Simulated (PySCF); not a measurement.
Species: allene, C₃H₄.
Atom-mapped SMILES: `[CH2:1]=[C:2]=[CH2:3]` (hydrogens: H4, H5 on C1; H6, H7 on C3)

All values: wB97X-D/pcSseg-2 (PySCF, non-relativistic), on one gas-phase PBE0-D3(BJ)/def2-TZVP geometry that isn't relaxed in the solvent. The solvent is an IEF-PCM continuum (van der Waals radii × 1.2). Specific hydrogen bonds and non-electrostatic terms are outside this model.

Gas phase at wB97X-D/pcSseg-2: HOMO -9.61 eV, LUMO 2.05 eV, dipole 0.00 D.

**Question.** What does the continuum do to the energy, the frontier levels and the dipole at wB97X-D/pcSseg-2 in chloroform?

**Answer.** 
```json
{"solvent": "chloroform", "ε": "4.711", "E(solvent) − E(gas) (kcal/mol)": "-1.46", "polarisation term (kcal/mol)": "-1.57", "distortion of the solute (kcal/mol)": "0.11", "HOMO (eV)": "-9.61", "LUMO (eV)": "2.09", "dipole (D)": "0.00"}
```

The polarisation term is half the interaction of the solute with the surface charges that it induces; the rest is the cost of distorting the solute's density. The sum is the electrostatic part of solvation alone. Charge and dipole vanish, so a point-dipole model would give no lowering at all.

Hardware: AMD EPYC 9R45, one thread (shared host). Cost: 4.0 s, 0.72 GiB resident at most. This is the whole shielding run at wB97X-D/pcSseg-2 in chloroform, SCF included.

The pairwise dispersion term of wB97X-D wasn't added to the energies; at a given geometry it leaves orbitals and properties as they are.
